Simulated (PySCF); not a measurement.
# CF+: from the state search to spectroscopic constants

What are the lowest state that PBE0 finds, the bond length, vibrational wavenumber and bond energy of CF+, and how much do these hang on the method?

The runs use PySCF 2.14.0; C aug-cc-pVDZ, F aug-cc-pVDZ, no relativity.

## Step 1: The job

The job is set up so:

* atoms: C, F
* charge: 1
* basis: C aug-cc-pVDZ, F aug-cc-pVDZ
* Hamiltonian: no relativity
* basis functions: 46
* electrons treated: 14
* masses in u: 12.0000, 18.9984
* levels: PBE0, PBE, r²SCAN, TPSSh, B3LYP, r²SCAN0, LC-ωPBE, HF, MP2, SCS-MP2, CCSD, CCSD(T)
* grid: 80 radial by 434 angular points
* occupations: held fixed by the projection of orbital angular momentum
* dissociation limit: C+ + F, each in its ground configuration
* starting distance in angstrom: 1.425
* values of 2S to try: 0, 2

Started as:

```bash
OMP_NUM_THREADS=1 python dia.py task.json out
```

The runs that follow: PBE0 along the bond; Other states along the same grid; PBE; r²SCAN (meta-GGA); TPSSh (hybrid meta-GGA); B3LYP (global hybrid GGA); r²SCAN0; LC-ωPBE; RHF; Correlated methods on the Hartree–Fock reference.

What does the calculation give? Wanted: for each run, Re; ωe; De; μ.

**Answer**, as computed:

Lowest PBE0 solution found, without spin–orbit coupling: ¹Σ⁺ (singlet), closed shell. State 2 has its PBE0 minimum 4.31 eV higher. The other levels ran on the lowest alone.

```csv
level,Re (Å),ωe (cm⁻¹),De (eV),μ (D)
RHF,1.141,1912,5.11,-1.29
RHF-MP2,1.172,1731,7.60,n/a
RHF-SCS-MP2,1.171,1737,7.33,n/a
RHF-CCSD,1.171,1734,6.99,n/a
RHF-CCSD(T),1.178,1685,7.20,n/a
PBE,1.180,1655,8.30,-1.01
r²SCAN,1.169,1716,7.85,-1.03
TPSSh,1.172,1711,7.63,-1.05
B3LYP,1.166,1740,7.63,-1.08
PBE0,1.163,1765,7.73,-1.07
r²SCAN0,1.157,1797,7.39,-1.08
LC-ωPBE,1.163,1787,7.86,-1.02
```

De is counted to C+ + F in their ground configurations. A positive dipole points from C to F; in an ion it is taken about the centre of mass and does not tell which atom is negative.

**Reading.** The methods spread over 0.039 Å in bond length, from RHF to PBE. Among the levels with a De in the table, it runs from 5.11 eV (RHF) to 8.30 eV (PBE).

Correlated steps freeze 2 core orbitals. T1 is 0.022 near the minimum (highest on the curve 0.036), which may point to more than one leading configuration.
